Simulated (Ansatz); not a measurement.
Geometry optimisation, RKS PBE0/def2-SVP in Ansatz 0.2.0.

input.yaml

```yaml
crystal:
  periodic: [false, false, false]
  atoms:
    - { symbol: H, position_ang: [0.316, 0.0252, -2.0645] }
    - { symbol: H, position_ang: [-0.416, -0.2256, -2.1529] }
    - { symbol: O, position_ang: [1.2058, -0.0416, 1.0013] }
    - { symbol: S, position_ang: [-0.1302, 0.4619, 1.138] }
    - { symbol: O, position_ang: [-0.9756, -0.2199, 2.0781] }
basis:
  gaussian: { orbitals: def2-SVP }
hamiltonian:
  xc: pbe0
relax:
  f_tol: 0.02
  max_steps: 40
scf:
  lower_state_search: "off"
```

Command:

```bash
$ ansatz run input.yaml --threads 1 --pin off --max-ram 2048MiB --backend cpu --events-out ev --progress --plain --runs-dir out
```

**Question.** Where does it end, and by what steps?

**Answer.** It converged. The force dipped under the threshold on the way, but the program's further checks kept it going. After 32 steps the energy has fallen by 0.066 eV; O5 moved furthest, 0.85 Å.

```csv
step,energy less start (eV),largest force component (eV/Å),accepted
0,0.0000,1.473,yes
2,-0.0326,0.730,yes
4,-0.0347,0.396,yes
6,-0.0470,0.349,yes
8,-0.0510,0.125,yes
10,0.0338,1.656,no
12,-0.0572,0.055,yes
14,-0.0581,0.150,yes
16,-0.0600,0.222,yes
18,-0.0619,0.339,yes
20,-0.0646,0.012,yes
22,-0.0636,0.467,no
24,-0.0630,0.558,no
26,-0.0656,0.097,yes
28,-0.0658,0.015,yes
30,-0.0659,0.042,yes
32,-0.0659,0.013,yes
```

```xyz
5
Properties=species:S:1:pos:R:3
H 0.269 -0.031 -1.970
H -0.021 0.034 -2.671
O 0.767 -0.160 0.612
S -0.496 0.099 1.289
O -0.519 0.058 2.742
```

Whether the end is a true minimum wasn't checked by a vibrational analysis.

Time of the run: 110 s on 1 CPU thread of a shared host.
